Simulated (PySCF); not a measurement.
Gas-phase reaction: C₅H₈ (cyclic) + 2 SiH₄ ⇌ H₂CSiH₂ + Si(CH₃)₄

Energies from PySCF, thermal terms from the rigid-rotor harmonic-oscillator model, ideal gas at 1 bar. † marks an energy on the PBE0/def2-TZVP geometry and frequencies; other levels use their own. MP2 and CCSD(T) freeze the core. 6-31G* has spherical d functions here. All species are closed-shell singlets. B3LYP is the form with VWN-RPA correlation. H₂CSiH₂: computed as isolated molecules; such fragments, hydroxides, amides, oligomers or adducts are transient or little studied in the gas. MP2 isn't extrapolated to the basis-set limit; its ΔH°(298 K) is -70.1 kJ in def2-SVP and -118.2 kJ in def2-TZVPP. CCSD(T) isn't extrapolated to the basis-set limit. The harmonic model lacks anharmonicity and excited electronic states, which grow with temperature; levels with a mode under 35 cm⁻¹ are left out. Internal rotation in Si(CH₃)₄ is treated as a harmonic vibration of one conformer, which makes the entropy rough.

| level | ΔE electronic, kJ | ΔH°(298 K), kJ | ΔS°(298 K), J/K | ΔG°(2500 K), kJ |
|---|---|---|---|---|
| B3LYP/6-31G* | -102 | -75 | -97 | 103 |
| CCSD(T)/def2-SVP† | -83 | -58 | -97 | 117 |
| MP2/def2-SVP† | -95 | -70 | -97 | 105 |
| PBE0/def2-SVP† | -109 | -85 | -97 | 90 |
| PBE0/def2-TZVP | -134 | -110 | -97 | 66 |
| ωB97M-V/def2-TZVP† | -142 | -117 | -97 | 58 |
ΔH° is lowest at ωB97M-V/def2-TZVP† and highest at CCSD(T)/def2-SVP†. No reference value is set beside these.
